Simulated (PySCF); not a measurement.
Molecule: `C=CCO`, C₃H₆O.

Geometry:
```json
{"atom": "C1", "x (Å)": "1.569", "y (Å)": "0.174", "z (Å)": "0.086"}
{"atom": "C2", "x (Å)": "0.418", "y (Å)": "-0.497", "z (Å)": "0.124"}
{"atom": "C3", "x (Å)": "-0.873", "y (Å)": "-0.014", "z (Å)": "-0.460"}
{"atom": "O4", "x (Å)": "-1.919", "y (Å)": "-0.019", "z (Å)": "0.477"}
{"atom": "H5", "x (Å)": "1.641", "y (Å)": "1.153", "z (Å)": "-0.402"}
{"atom": "H6", "x (Å)": "2.485", "y (Å)": "-0.227", "z (Å)": "0.530"}
{"atom": "H7", "x (Å)": "0.365", "y (Å)": "-1.471", "z (Å)": "0.626"}
{"atom": "H8", "x (Å)": "-1.190", "y (Å)": "-0.693", "z (Å)": "-1.270"}
{"atom": "H9", "x (Å)": "-0.725", "y (Å)": "0.983", "z (Å)": "-0.923"}
{"atom": "H10", "x (Å)": "-1.645", "y (Å)": "0.534", "z (Å)": "1.217"}
```

Geometry PBE0-D3(BJ)/def2-SVP throughout; GIAO in PySCF, gas phase, one conformer, non-relativistic; equivalent atoms averaged; basis pcSseg-2.

Question: How do the shifts δ (against TMS, H2O at the same level) depend on the functional? (ppm; last column core-seconds on shared hosts with different chips, so compare them loosely)

Answer: 
```tsv
functional	kind	C2	C1	C3	O4	H7	H5	H6	H8/H9	H10	core-s
HF	Hartree–Fock	152.0	124.8	62.7	27.5	6.35	5.43	5.34	3.75	0.40	7.2
LDA	LDA	160.0	129.7	76.2	56.3	6.60	5.52	5.41	4.31	-0.01	17
PBE	GGA	153.8	123.7	74.5	55.9	6.47	5.41	5.30	4.23	-0.15	21
BLYP	GGA	154.2	122.3	75.5	59.3	6.39	5.32	5.21	4.23	-0.14	23
BP86	GGA	153.0	123.4	74.2	53.6	6.43	5.39	5.29	4.21	-0.16	22
OPBE	GGA	147.5	120.3	71.5	50.5	6.48	5.43	5.35	4.17	-0.10	23
KT2	GGA	144.5	115.8	72.3	55.5	6.28	5.24	5.13	4.15	-0.21	23
KT3	GGA	142.8	114.2	71.5	55.2	6.27	5.21	5.12	4.13	-0.15	22
B97-D	GGA	148.5	119.1	73.1	53.1	6.36	5.32	5.21	4.19	-0.07	22
B3LYP	global hybrid	155.1	124.9	72.6	50.2	6.40	5.37	5.27	4.10	-0.03	16
PBE0	global hybrid	154.4	126.2	71.1	45.1	6.46	5.45	5.37	4.06	-0.02	16
mPW1PW91	global hybrid	154.3	126.3	71.0	44.4	6.43	5.43	5.35	4.05	-0.01	16
WP04	global hybrid	151.2	124.8	71.8	43.6	6.05	5.15	5.11	3.91	0.28	28
B97-2	global hybrid	150.9	123.1	70.6	44.9	6.39	5.39	5.31	4.05	-0.01	28
BHandHLYP	global hybrid	155.1	126.4	68.8	40.6	6.38	5.41	5.32	3.94	0.16	26
CAM-B3LYP	range-separated hybrid	157.7	128.0	71.6	45.5	6.46	5.45	5.36	4.07	0.05	34
wB97X-D	range-separated hybrid	155.5	127.1	70.4	40.8	6.43	5.47	5.38	4.01	0.04	20
LC-wPBE	range-separated hybrid	158.9	132.6	69.7	35.5	6.52	5.58	5.52	4.01	0.06	43
```

Question: Which nucleus moves most, in ppm?

Answer: O4 (alcohol oxygen): from 27.5 ppm with HF to 59.3 ppm with BLYP. The smallest spread is 0.41 ppm, at H6. Proton shifts span only some 12 ppm, so a few tenths of a ppm matter as much there as several ppm in carbon.
